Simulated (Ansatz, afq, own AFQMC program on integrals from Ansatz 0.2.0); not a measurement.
CH$_{3}$Si, doublet: AFQMC among the cluster methods

```tsv
atom	x (Å)	y (Å)	z (Å)
C	-0.5209	-0.4040	-0.5661
Si	0.6913	0.5074	0.1546
H	-1.3022	-0.9911	-1.0340
H	0.8088	0.6624	1.6282
H	1.7315	1.2219	-0.6309
```

Connectivity, by distances: CH–SiH2.

Basis def2-TZVP. Noble-gas cores (and the filled d shells of Ga–Kr and In–Xe) are frozen. AFQMC by an in-house program on the Cholesky factors that Ansatz 0.2.0 writes for its CCSD(T) run. ph-AFQMC/CISD is guided by a CISD state made of CCSD amplitudes; releasing the constraint for a short imaginary time cuts its bias at the price of noise, slowly where states lie close. Error bars are statistical, one sigma.

Determinant: ROHF, the one that the program's search chose, which needn't be the lowest solution. The geometry is a PBE0/def2-SVP stationary point of this or a neighbouring charge and spin state.

No full CI on the walks' own integrals is used here; CCSDT(Q) serves as the reference and is uncertain by about the last step of the cluster series.

Cautions: higher spins were not checked; a spin-contaminated unrestricted determinant lies lower (UHF 350 meV lower, ⟨S²⟩ 1.16); the released energies are still falling, so no released level is given (meV from the phaseless value at times in 1/Eh: -6 ± 5 at 0.24, -12 ± 3 at 0.51, -19 ± 4 at 0.99, -29 ± 5 at 1.62, -33 ± 6 at 2.40), though the last usable value meets CCSDT(Q) within the noise.

The T1 diagnostic is 0.0261 and the weight of the determinant in the CISD state is 0.853. The size of the correlated space is 11 electrons in 80 orbitals.

Reference: CCSDT(Q), correlation energy -8.177 eV.

```csv
level,E − E(reference) (kcal/mol),share of correlation (%)
HF,188.56,0.00
MP2,30.87,83.63
CCSD,9.38,95.02
CCSD(T),1.39,99.26
CCSDT,0.51,99.73
ph-AFQMC/HF,0.74 ± 0.62,99.61
ph-AFQMC/CISD,0.74 ± 0.12,99.61
```
